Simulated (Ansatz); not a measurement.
The first iterations of a band of BFH$_{4}$O (7 atoms, charge 0, multiplicity 1).

All numbers below come from RKS PBE0/def2-SVP (Ansatz 0.2.0).

```yaml
movable_images: 5
climbing_image: yes
spring: 5.0 eV/Å²
optimiser: quadratic models (default)
start_path: through a guess of the saddle point
force_threshold: 0.05 eV/Å
iteration_limit: 60
end_points: relaxed
```

First end point:

```xyz
7
Properties=species:S:1:pos:R:3
B 0.038 0.027 0.124
H 0.204 0.666 1.149
H 0.920 0.019 -0.718
F -1.245 0.031 -0.370
O 0.170 -1.567 0.728
H -0.027 -2.170 -0.004
H -0.540 -1.692 1.375
```

Last end point:

```xyz
7
Properties=species:S:1:pos:R:3
B -0.061 -0.316 -1.024
H 0.293 -0.862 3.456
H 0.755 0.544 -1.226
F -0.962 -0.611 -1.958
O -0.065 -0.982 0.144
H -0.761 -1.648 0.195
H 0.321 -0.813 2.697
```

| iteration | highest image above the first end (eV) | largest band force component (eV/Å) |
| --- | --- | --- |
| 1 | 2.686 | 12.542 |
| 2 | 1.979 | 4.718 |
| 3 | 1.038 | 2.373 |
| 4 | 1.271 | 9.910 |
| 5 | 1.253 | 2.347 |
| 6 | 1.166 | 1.915 |
| 7 | 1.054 | 1.022 |

Question: Does the band converge within its limit, and where does its top end?

Answer: The forces met the threshold. It ended after 23 iterations with the highest image 0.919 eV above the first end. Neighbouring images differ by up to 1.7 eV, so the band resolves the path poorly. A vibrational analysis at the climbing image gives one clearly imaginary mode, 1372i cm⁻¹: a first-order saddle point. The orbitals stay closed-shell, which can raise the energy where a bond breaks towards radicals; this wasn't checked here.

Run time: 2.6 min on 1 thread of Arm Neoverse V2, with other jobs on the host, peak memory 0.082 GiB.
